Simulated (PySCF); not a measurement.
Magnesium: a sound run and one with changed settings

Sound run: Mg [Ne] 3s2, Mg⁺ [Ne] 3s1. All numbers are calculated (PySCF 2.14, scalar relativity by spin-free X2C-1e, in x2c-TZVPall (5s4p3d, 32 functions)). The sound run starts from symmetry-adapted Hartree-Fock orbitals and uses a fine grid where one is needed.

Changed run: radial step 0.3 in ln r (0.13 in the sound run). This setting is unsound on purpose.

```json
{"species": "Mg", "method": "UHF", "sound run (hartree)": "-199.91293", "changed run (hartree)": "-199.91293", "converged": "yes"}
{"species": "Mg", "method": "MN15", "sound run (hartree)": "-200.34613", "changed run (hartree)": "-200.34566", "converged": "yes"}
{"species": "Mg", "method": "TPSS", "sound run (hartree)": "-200.39102", "changed run (hartree)": "-200.39122", "converged": "yes"}
{"species": "Mg⁺", "method": "UHF", "sound run (hartree)": "-199.66962", "changed run (hartree)": "-199.66962", "converged": "yes"}
{"species": "Mg⁺", "method": "MN15", "sound run (hartree)": "-200.06632", "changed run (hartree)": "-200.06733", "converged": "yes"}
{"species": "Mg⁺", "method": "TPSS", "sound run (hartree)": "-200.11286", "changed run (hartree)": "-200.11274", "converged": "yes"}
```

Ionisation energy of Mg:

| method | sound run (eV) | changed run (eV) |
| --- | --- | --- |
| UHF | 6.621 | 6.621 |
| MN15 | 7.614 | 7.574 |
| TPSS | 7.569 | 7.578 |

A coarse radial grid mis-integrates the density and the exchange-correlation energy, with errors of either sign; Hartree-Fock needs no grid.

For comparison, NIST gives 7.646 eV between the lowest levels.
